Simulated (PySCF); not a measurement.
**sulfur dioxide: calculation against experiment**

**Experimental background.**

From NIST CCCBDB Release 22 (SRD 101), experimental polarizabilities, for the gas: mean polarisability 3.882 Å³.

Besley, J. Chem. Theory Comput. 2021, 17, 3644 (DFT calculations of core-electron binding energies at the K-edge of heavier elements) lists, for the gas: S 1s binding energy of S2 2483.9 eV.

Zheng, Zhang, Jin, Southworth, Cheng, Phys. Chem. Chem. Phys. 2022, 24, 13587 lists, for the gas: S 1s binding energy of S2 2483.7 eV.

How close the calculation comes is told at the end.

Compound: sulfur dioxide, SO₂.
Numbering: `[O:1]=[S:2]=[O:3]`

Structure used (GFN2-xTB), in Å, numbered top down from 1:
```
atom  x, y, z in Å
O1    -1.2036    0.3006   -0.0030
S2    -0.0167   -0.5045   -0.0103
O3     1.2317    0.2013    0.0007
```

Runs made with PySCF (gas phase, on this GFN2-xTB geometry; non-relativistic but for the core-level run):

```json
{"level": "B3LYP/def2-SVPD", "job": "8 singlets by full TDDFT, 3 Tamm–Dancoff triplets, polarisability", "basis functions": "73", "wall time": "2.0 s"}
{"level": "PBE0/def2-SVPD", "job": "6 singlets by full TDDFT, 2 Tamm–Dancoff triplets, polarisability, density and orbital grids written", "basis functions": "73", "wall time": "2.5 s"}
{"level": "BHandHLYP/6-31G, grid level 1", "job": "3 singlets by TDA, 2 Tamm–Dancoff triplets, polarisability", "basis functions": "31", "wall time": "0.59 s"}
{"level": "delta-SCF UKS SCAN, pcX-2 on the ionised atom, pcseg-1 elsewhere, spin-free X2C", "job": "ΔSCF core ionisation, 3 holes", "basis functions": "88", "wall time": "3.1 s"}
```

Hardware: Arm Neoverse V1, one thread (shared host).

All basis functions are spherical.

**Comparison with experiment**

**Mean polarisability.** Measured: 3.882 Å³ (NIST CCCBDB Release 22 (SRD 101), experimental polarizabilities).

```
          level  computed (Å³)  computed − measured (Å³)  % (from the printed values)
B3LYP/def2-SVPD          3.736                    -0.146                           -4
 PBE0/def2-SVPD          3.689                    -0.193                           -5
BHandHLYP/6-31G          2.664                    -1.218                          -31
```

Closest is B3LYP/def2-SVPD (-0.146 Å³), furthest BHandHLYP/6-31G (-1.218 Å³); one molecule doesn't rank methods. All 3 levels lie below the measurement. The computed values are static and purely electronic, with core orbitals frozen in the response (1 au = 0.148185 Å³). The table of measured values doesn't say here whether a value is static or optical, or holds a vibrational part.

**Core binding energies.** Delta-SCF UKS SCAN, pcX-2 on the ionised atom, pcseg-1 elsewhere, spin-free X2C in PySCF 2.14.0.

```csv
level and atom,computed (eV),measured (eV),computed − measured (eV)
"S 1s, S2",2483.35,2483.9 and 2483.7,-0.55
```

Sources, in the order of the opening: Besley, J. Chem. Theory Comput. 2021, 17, 3644 (DFT calculations of core-electron binding energies at the K-edge of heavier elements); Zheng, Zhang, Jin, Southworth, Cheng, Phys. Chem. Chem. Phys. 2022, 24, 13587. The computed values are vertical, without vibrational structure; measured positions hang on the energy calibration. 

The geometry is computed, not the measured one. Where a level misses, the cause wasn't examined.
